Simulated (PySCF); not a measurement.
All values below come from B3LYP-D3(BJ)/def2-TZVP (PySCF). Isolated molecules, 0 K electronic values unless said otherwise. B3LYP has the VWN-RPA correlation part, as in Gaussian. Delta-SCF ions had no search for a lower state. Excitations are Tamm–Dancoff values on a coarser integration grid. The basis has no diffuse functions, so Rydberg states are missing or too high.

Reference species (SMILES): `[SiH3][SiH3]` (neutral, multiplicity 1).

| Property | Value |
|---|---|
| brightest of the four lowest singlets (TDA) | 7.89 eV |
| S1 oscillator strength | 0.025 |
| vertical ionisation energy (Delta-SCF) | 10.52 eV |

After one change: the brightest of the four lowest singlets (TDA) falls by 1.52 eV; the S1 oscillator strength increases by 0.810; the vertical ionisation energy (Delta-SCF) falls by 0.90 eV.

Q: Which change was made? The new species is one of these.
(A) `[GeH3][SnH3]`
(B) `[SiH3][GeH3]`
(C) `[SnH3][SnH3]`
(D) `[CH3][SnH3]`

A: C, `[SnH3][SnH3]`
